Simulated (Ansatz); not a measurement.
## Sn3I2: from a trial structure to a relaxed crystal

Method: DFT PBE, scalar-relativistic, plane waves, PAW (Ansatz). Cutoff 420 eV, Γ-centred k mesh, Gaussian smearing, no spin polarisation in the final step.

The start puts Sn3I2 on the anti-A-type sesquioxide structure type (P-3m1, No. 164), with I in place of La, Sn in place of O, at a guessed volume.

```
Sn I
1.0
     4.90044    0.00000    0.00000
    -2.45022    4.24390    0.00000
     0.00000    0.00000    7.62428
Sn I
3 2
Direct
  0.00000 0.00000 0.00000
  0.33333 0.66667 0.64500
  0.66667 0.33333 0.35500
  0.33333 0.66667 0.24500
  0.66667 0.33333 0.75500
```

Steps on the 6×6×2 mesh (5 atoms). 12 of 26 steps are shown, and the free energy counts from the last. Trial steps that were taken back and renewals of the plane-wave basis can be among the rows.

```
step  ΔF (meV/atom) V (Å³/atom) P (GPa) largest force component (eV/Å)
   1          847.0        31.71     8.78                           2.199
   3          493.5        35.37     1.03                           0.813
   6          222.7        37.65     0.30                           0.923
   8          128.5        39.52    -0.15                           0.162
  10          106.9        38.65    -0.04                           0.156
  12          105.5        38.84    -0.26                           0.058
  15           67.6        38.91     0.97                           0.015
  17           32.9        40.46     0.51                           0.013
  19           14.4        42.02     0.45                           0.219
  21            6.8        42.60     0.30                           0.024
  24            0.6        46.03     0.05                           0.004
  26            0.0        46.73     0.01                           0.002
```

A final relaxation ran on a 12×12×4 mesh. The relaxed crystal, P-3m1 (No. 164):

Space group P-3m1 (No. 164). a = 4.644 Å, b = 4.644 Å, c = 12.795 Å, α = 90.00°, β = 90.00°, γ = 120.00°
```csv
atom,site,symmetry,x,y,z
Sn,1a,-3m.,0.0000,0.0000,0.0000
Sn,2d,3m.,0.3333,0.6667,0.5340
I,2d,3m.,0.3333,0.6667,0.1416
```

For Sn3I2, the volume per atom is 47.8 Å³, the density is 4.2 g/cm³ and the energy over the elements is -0.15 eV/atom. The gap on the 12×12×4 mesh is 0 eV (a metal).

Energies over the elements count from the elements' standard structures at the same level, with no empirical corrections.

The final run used a 12×12×4 mesh on its 5-atom cell and 0.10 eV smearing. The k mesh leaves about 4 meV/atom of noise in metals. Weakly bound directions are ill-defined at this level, which has no dispersion term. Spin–orbit coupling is left out.

A structure relaxed within its symmetry needn't be a true minimum.

Cost: 3 runs of about 9.9 core-minutes in all, on Arm Neoverse V1 (shared hosts).